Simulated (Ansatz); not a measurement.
# What a trial cell of K2Os relaxes into

Level of theory: Ansatz 0.2.0, DFT PBE, scalar-relativistic, plane waves, PAW. Cutoff 420 eV, Γ-centred k mesh, Gaussian smearing, no spin polarisation in the final step.

The start puts K2Os on the sites of a reported Li2Pt cell (P6/mmm, No. 191), with Os in place of Pt, K in place of Li, at a guessed volume.

```
K Os
1.0
     5.41813    0.00000    0.00000
    -2.70907    4.69224    0.00000
     0.00000    0.00000    3.44426
K Os
2 1
Direct
  0.33333 0.66667 0.50000
  0.66667 0.33333 0.50000
  0.00000 0.00000 0.00000
```

Cell and atoms relax at zero pressure; the relaxation can't lower the symmetry of the start.

Energies over the elements count from the elements' standard structures at the same level, with no empirical corrections.

Question: Describe the relaxed structure.

Answer: It keeps P6/mmm (No. 191), but not the shape of the type it started on. Conventional cell: a = 5.739 Å, c = 2.676 Å. K is coordinated by 2 K at 2.68 Å; around Os lie 2 Os at 2.68 Å.

```
K Os
1.0
     5.73915    0.00000    0.00000
    -2.86958    4.97025    0.00000
     0.00000    0.00000    2.67582
K Os
2 1
Direct
  0.33333 0.66667 0.50000
  0.66667 0.33333 0.50000
  0.00000 0.00000 0.00000
```

Question: What are its volume, energy, density and gap?

Answer: The volume per atom is 25.44 Å³, the density is 5.84 g/cm³ and the energy over the elements is 1.31 eV/atom. The gap on the 12×12×18 mesh is 0 eV (a metal).

The final run used a 12×12×18 mesh on its 3-atom cell and 0.10 eV smearing. For metals, differences of a few meV/atom aren't resolved. Spin–orbit coupling is left out. Symmetry constrained the relaxation, so the result can be a saddle point.

Cost: 3 runs of about 1.7 core-minutes in all, on Intel Xeon 6975P-C (Granite Rapids) (shared hosts).